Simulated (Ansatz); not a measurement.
Reaction: CH3F (fluoromethane, SMILES CF) → CH3F+ (parent SMILES CF, doublet) + e-
Each species at its own B3LYP-D3(BJ)/def2-TZVP minimum (Ansatz, an electronic-structure program).

Property: adiabatic ionisation energy (electronic), in eV. Open shells are spin-unrestricted; no spin-orbit coupling. CBS(X,Y): correlation extrapolated as X^-3, Hartree-Fock from the larger set. A bracket is a step between two methods taken in the basis named. The functionals are non-relativistic, so their misses hold any scalar relativity. '+ core + X2C': CCSD(T) terms for core correlation (cc-pwCVTZ) and scalar relativity (cc-pVTZ-DK). The spin of CH3F+ (parent SMILES CF, doublet) was assumed, and the state is the lowest solution found for it.

CCSD(T)/CBS(cc-pVTZ,cc-pVQZ) + [CCSDT(Q) - CCSD(T)]/cc-pVTZ + [CCSDTQ - CCSDT(Q)]/cc-pVDZ + core + X2C (Ansatz) gives 12.72 eV.

Question: How far off this value is PBE/def2-TZVPD (Ansatz), in which direction, and how far these levels: r2SCAN/def2-TZVPD, B3LYP/def2-TZVPD, PBE0/def2-TZVPD, CCSD(T)/CBS(cc-pVTZ,cc-pVQZ) + core + X2C?

Answer: PBE gives 12.12 eV, 0.60 eV below it. Differences of the others: r2SCAN/def2-TZVPD (Ansatz) -0.49; B3LYP/def2-TZVPD (Ansatz) -0.25; PBE0/def2-TZVPD (Ansatz) -0.39; CCSD(T)/CBS(cc-pVTZ,cc-pVQZ) + core + X2C (Ansatz) 0.01 eV.
